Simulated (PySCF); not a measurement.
C2H6OS, SMILES CS(C)=O. Geometry: B3LYP-D3(BJ)/def2-SVP.

Task: Give the equilibrium geometry at B3LYP-D3(BJ)/def2-SVP (PySCF confirms it by a frequency run) as bond lengths and angles, and its point group. (An estimate is asked for; the answer gives what the named calculation found.)

Result: point group Cs.
Atoms: C1 S2 C3 O4 H5 H6 H7 H8 H9 H10. Bonds (Å): C1–S2 1.837, C1–H5 1.098, C1–H6 1.100, C1–H7 1.100, S2–C3 1.837, S2–O4 1.509, C3–H8 1.100, C3–H9 1.098, C3–H10 1.100. Bond angles (°): S2–C1–H5 106.1, S2–C1–H6 110.7, S2–C1–H7 108.1, H5–C1–H6 110.3, H5–C1–H7 109.8, H6–C1–H7 111.7, C1–S2–C3 96.1, C1–S2–O4 106.1, C3–S2–O4 106.1, S2–C3–H8 108.1, S2–C3–H9 106.1, S2–C3–H10 110.7, H8–C3–H9 109.8, H8–C3–H10 111.7, H9–C3–H10 110.3.
